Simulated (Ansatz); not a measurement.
## Ansatz (development build ahead of 0.2.0) run

```yaml
crystal:
  periodic: [false, false, false]
  atoms:
    - { symbol: B, position_ang: [0.0, 0.0, 0.0] }
    - { symbol: Mg, position_ang: [0.0, 4.347, 0.0] }
    - { symbol: S, position_ang: [0.0, -3.6515, 0.0] }
basis:
  gaussian: { orbitals: pcseg-2 }
magnetization:
  initial_magnetization: 1
hamiltonian:
  xc: r2scan
```

The input is written out in the form of the current development build from the run's settings.

The run gave:

```yaml
Converged: yes
Total_energy: -622.76670 hartree
Spin_squared_of_the_determinant: 0.750
Stability_test: minimum among restricted orbitals
```

Caution: charge can spread falsely over distant fragments.
